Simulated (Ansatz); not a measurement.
# Molecular dynamics of FLi

Input:

```yaml
crystal:
  periodic: [false, false, false]
  atoms:
    - { symbol: Li, position_ang: [-0.644527, 0.186576, -0.340274] }
    - { symbol: F, position_ang: [0.680538, -0.248916, 0.347654] }
basis:
  gaussian: { orbitals: def2-TZVP }
hamiltonian:
  xc: pbe
  dispersion: d4
md:
  timestep: 2.0
  n_steps: 166
  ensemble: nve
  temperature: 300.0
  initial_velocities: maxwell_boltzmann
  seed: 51685
scf:
  lower_state_search: "off"
```

Command:

```bash
$ ansatz run input.yaml --threads 1 --pin off --max-ram 2048MiB --backend cpu --events-out ev --progress --plain --runs-dir out
```

It goes on from the last frame of an earlier run, with new velocities.

Output, in part (step lines, the closing report, with atoms numbered from 0):

```
md step     0: t =     0.00 fs  T =   300.0 K  F+E_penalty+E_count = -2921.06323970 eV  E_kin = 0.012926 eV  conserved = -2921.05031371 eV  (13 SCF iters)
[... lines left out ...]
Total energy: -2921.06354540 eV, -107.3471053254 hartree
Atom 0 at    -0.645180     0.186791    -0.340613 Å, force    -0.210283     0.069111    -0.109172 eV/Å
Atom 1 at     0.680777    -0.248994     0.347778 Å, force     0.210283    -0.069111     0.109172 eV/Å
Dipole moment:    -1.055424     0.346873    -0.547940 e Å
```

The steps, from the saved trajectory:

```csv
time (fs),T (K),potential energy less start (eV),conserved less start (meV/atom)
0.0,300,0.000,0.00
10.0,30,0.012,0.18
20.0,326,-0.001,0.00
30.0,1,0.013,0.22
40.0,341,-0.002,-0.01
50.0,13,0.013,0.19
60.0,324,-0.001,-0.01
70.0,85,0.010,0.15
80.0,214,0.004,0.08
90.0,143,0.007,0.12
100.0,160,0.006,0.09
110.0,271,0.001,0.02
120.0,52,0.011,0.17
130.0,305,0.000,0.02
140.0,10,0.013,0.21
150.0,348,-0.002,-0.02
160.0,3,0.013,0.19
170.0,340,-0.002,-0.02
180.0,53,0.011,0.17
190.0,247,0.002,0.06
200.0,110,0.008,0.14
210.0,199,0.005,0.07
220.0,237,0.003,0.04
230.0,79,0.010,0.15
240.0,279,0.001,0.04
250.0,28,0.012,0.19
260.0,348,-0.002,-0.02
270.0,0,0.013,0.19
280.0,348,-0.002,-0.02
290.0,28,0.012,0.19
300.0,278,0.001,0.04
310.0,79,0.010,0.15
320.0,236,0.003,0.04
330.0,199,0.004,0.06
```

All steps were run. The conserved energy stayed within 0.22 meV per atom of its start (net change -0.0035 meV per atom), so the integration is sound. A run of 0.33 ps of so small a system gives no equilibrium averages.

The same pairs are bonded in the first frame and the last. Pairs count as bonded within 1.25 times the sum of covalent radii (0.12 Å more for H–H).

Last frame:

```xyz
2
Properties=species:S:1:pos:R:3
Li -0.645 0.187 -0.341
F 0.681 -0.249 0.348
```

The run took 31 s on 1 CPU thread of a shared host.
